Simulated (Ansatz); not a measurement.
Me2S2 (C2H6S2), relaxed as a singlet with RKS PBE-D4/def2-SVP in Ansatz, starting from the GFN2-xTB geometry. Force threshold 0.02 eV/Å.

Start:

| atom | x (Å) | y (Å) | z (Å) |
| --- | --- | --- | --- |
| C1 | -0.084 | 1.370 | 1.309 |
| S2 | -1.072 | -0.148 | 1.077 |
| S3 | 0.298 | -1.456 | 0.355 |
| C4 | 0.160 | -1.213 | -1.449 |
| H5 | -0.743 | 2.090 | 1.782 |
| H6 | 0.762 | 1.152 | 1.952 |
| H7 | 0.248 | 1.744 | 0.345 |
| H8 | -0.873 | -1.350 | -1.751 |
| H9 | 0.514 | -0.221 | -1.716 |
| H10 | 0.790 | -1.969 | -1.905 |

```tsv
step	energy (eV)	largest force component (eV/Å)	SCF passes
1	-23822.0300	0.798	27
2	-23822.1041	0.286	28
3	-23822.1106	0.120	29
4	-23822.1117	0.050	28
5	-23822.1119	0.029	23
6	-23822.1120	0.004	21
```

Force components are those of the run's own axes.

End:

```xyz
10

C    -0.0812    1.3647    1.3122
S    -1.0874   -0.1538    1.1365
S     0.2690   -1.5159    0.3564
C     0.1542   -1.2158   -1.4453
H    -0.7484    2.1215    1.7739
H     0.7861    1.1878    1.9766
H     0.2608    1.7420    0.3286
H    -0.8798   -1.3761   -1.8061
H     0.4987   -0.1971   -1.7108
H     0.8279   -1.9574   -1.9220
```

By distances, no bond broke or formed. The bond that changes most is S2–S3, from 2.03 to 2.07 Å (atoms count from 1).

No frequencies were taken in this run, so the end may be a saddle point.

Hardware: 4 threads of Intel Xeon 6975P-C on a shared host. Wall time 2.9 s.
